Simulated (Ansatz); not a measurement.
Ideal-gas functions of HO2, SMILES `[O]O` radical at 500 K and 1 bar, from an Ansatz frequency run at PBE0-D4/def2-TZVP.

Molar mass 33.01 g/mol, point group Cs (symmetry number 1), electronic degeneracy 2, moments of inertia 0.808, 14.58, 15.388 u Å². Harmonic wavenumbers (cm⁻¹, unscaled): 1226, 1458, 3631.

Use S(trans) = R[1.5 ln M + 2.5 ln T − 1.1517]; rotational temperatures θ = 24.2544 K / I; S(rot) = R[ln(√π/σ · √(T³/θAθBθC)) + 1.5]; for each mode x = 1.438777 ν̃/T, S = R[x/(eˣ − 1) − ln(1 − e⁻ˣ)] and H = RT x/(eˣ − 1); 1 cm⁻¹ = 0.0119627 kJ/mol; R = 8.31446 J/(mol·K).

By hand: the entropy, in J/(mol·K).

Translation 163.2. Rotation: θ = 30.0178, 1.6635, 1.5762 K, giving 76.6. Vibration, mode by mode: 1.14, 0.66, 0.00, in all 1.8. Electronic 5.8. Sum 247.4 J/(mol·K).

By hand: H − E and G − E in kJ/mol, counted from the electronic energy.

Zero-point energy ½ × 6315 × 0.0119627 = 37.8; thermal vibration 0.7; translation, rotation and pV give 4 RT = 16.6. H − E = 55.1 kJ/mol, and G − E = 55.1 − 500 × 247.4/1000 = -68.6 kJ/mol.

Vibration gives 1 % of the entropy; all modes have x over 3 and are hardly excited.
